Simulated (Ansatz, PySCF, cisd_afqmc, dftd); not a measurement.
Species: C2H, charge 0, doublet. C2H (SMILES [C]#C, doublet).
B3LYP-D3(BJ)/def2-TZVP minimum from Ansatz (a first-principles code):
```
C
C 1 1.2000
H 1 1.0642 2 180.00
```
Charge 0, spin multiplicity 2.

Wanted: enthalpy of formation at 298 K (by atomisation, with ideal-gas terms from PySCF's Hessian at B3LYP-D3(BJ)/def2-TZVP and the atoms' measured values of the G2/97 table; no spin-orbit terms), in kcal/mol. UHF or UKS for unpaired electrons; spin-orbit terms are left out. Correlated methods leave the cores frozen. Rows without X2C or -DK are non-relativistic. AFQMC/CISD: phaseless, guided by CISD from CCSD amplitudes; bars are statistical, one sigma. Outlying blocks are dropped, and bars are widened where a walk drifts. Over all cases where full CI ran beside it in this data, AFQMC minus full CI had a median of +0.1 mEh and passed +0.4 mEh in a tenth of the cases. CBS(X,Y): correlation extrapolated as X^-3, Hartree-Fock from the larger set (Q,5: extrapolated as (X+1)exp(-9√X)). A bracket is a step between two methods taken in the basis named. The functionals are non-relativistic, so their misses hold any scalar relativity. 'core' is core correlation in cc-pwCVTZ, 'X2C' scalar relativity in cc-pVTZ-DK, both at CCSD(T). Where a partner has so few electrons that a lower coupled-cluster level is exact, that level stands in. The UHF reference of C2H ([C]#C, doublet) is spin-contaminated (<S^2> up to 0.36 over the pure value in the sets run).

Measured: 135.1 kcal/mol, 565.3 kJ/mol (G2/97 table in ASE (Curtiss et al.)); atomic spin-orbit terms, which the calculations lack, would raise the computed values.

```tsv
level	program	enthalpy of formation at 298 K (kcal/mol)	error against that value
PBE0-D4/def2-TZVPD	Ansatz + dftd4	134.7	-0.4
CAM-B3LYP-D4/def2-TZVPD	Ansatz + dftd4	139.0	3.9
wB97X-V/def2-TZVPD	Ansatz	142.8	7.7
MP2/CBS(cc-pVTZ,cc-pVQZ)	Ansatz	140.9	5.8
CCSD/aug-cc-pVDZ	Ansatz	169.6	34.5
CCSD/aug-cc-pVTZ	Ansatz	152.4	17.3
CCSD/CBS(aug-cc-pVTZ,aug-cc-pVQZ)	Ansatz	145.5	10.4
CCSD/CBS(cc-pVTZ,cc-pVQZ)	Ansatz	145.6	10.5
CCSD/CBS(cc-pVQZ,cc-pV5Z)	Ansatz	145.7	10.6
CCSD(T)/aug-cc-pVQZ	Ansatz	141.1	6.0
CCSD(T)/CBS(cc-pVTZ,cc-pVQZ) + core + X2C	Ansatz	136.6	1.5
CCSDT(Q)/aug-cc-pVDZ	Ansatz	163.4	28.3
CCSDT(Q)/cc-pVTZ	Ansatz	145.9	10.8
CCSDTQ/cc-pVDZ	Ansatz	163.2	28.1
AFQMC/CISD/cc-pVDZ	cisd_afqmc	164.3 ± 0.3	29.2
AFQMC/CISD/cc-pVTZ	cisd_afqmc	146.6 ± 0.3	11.5
CCSD(T)/CBS(cc-pVQZ,cc-pV5Z) + [CCSDT(Q) - CCSD(T)]/cc-pVTZ + core + X2C	Ansatz	135.8	0.7
CCSD(T)/CBS(cc-pVQZ,cc-pV5Z) + [CCSDT(Q) - CCSD(T)]/cc-pVTZ + [CCSDTQ - CCSDT(Q)]/cc-pVDZ + core + X2C	Ansatz	135.8	0.7
```
